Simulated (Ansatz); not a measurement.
# AlP+ (doublet): the correlation ladder, def2-TZVPP

An exercise on one series of results from a longer session: the logs are not shown, and one member is left open.

Method: def2-TZVPP, core rule «outside noble gas», up to 10 orbitals frozen; program: Ansatz 0.2.0, Gaussian basis.

To be run: UHF; ROHF; CCSD(T) on UHF.

### The geometry

The geometry is a PBE0/def2-TZVP stationary point (not a proven minimum) of the parent state, kept for this charge and spin.

2 atoms, charge 1, spin multiplicity 2.

Atoms are counted from 1 here; the program's logs count them from 0.

Bond lengths: Al1–P2 2.460 Å.

Coordinates:

```xyz
2
charge 1, multiplicity 2
Al    0.0000    0.0000    0.0000
P     0.0000    0.0000    2.4598
```

The first run:

Contents of in.yaml:

```yaml
crystal:
  periodic: [false, false, false]
  atoms:
    - {symbol: Al, position_ang: [0.000000, 0.000000, 0.000000]}
    - {symbol: P, position_ang: [0.000000, 0.000000, 2.459800]}
basis:
  gaussian: {orbitals: def2-TZVPP}
total_charge: 1
magnetization: {spin_polarized: true, initial_magnetization: 1}
hamiltonian: {xc: hf}
output: {orbitals: {seedname: orbitals}}
```

Run with:

```sh
ansatz run in.yaml --threads 1 --pin off --events-out ev --progress --plain --max-ram 4096MiB --backend cpu
```

Among the steps run: UHF; ROHF; CCSD(T) on UHF.

One table of the session follows, with a row left open; its other results are not shown here.

It belongs to the step «Misses and costs». 

```
  method  from UCCSD(T) (kJ/mol)
    ROHF                       ?
     UHF                  +400.1
    UMP2                  +108.3
   UCCSD                   +20.6
UCCSD(T)                       0
```

Q: Estimate the row for ROHF from the others.

The run gave: from UCCSD(T) (kJ/mol): +584.1. In the column «from UCCSD(T) (kJ/mol)» it is the highest.

The program flags UCCSD(T) as in doubt (see the logs), so the zero of the table is itself unsure.

Limits of these values: The determinant is far from a pure spin state, so its energy mixes those of several spin states (harmless only where they are near-degenerate, as at dissociation). The program flags UCCSD(T) as in doubt, so the zero of the table is itself unsure.
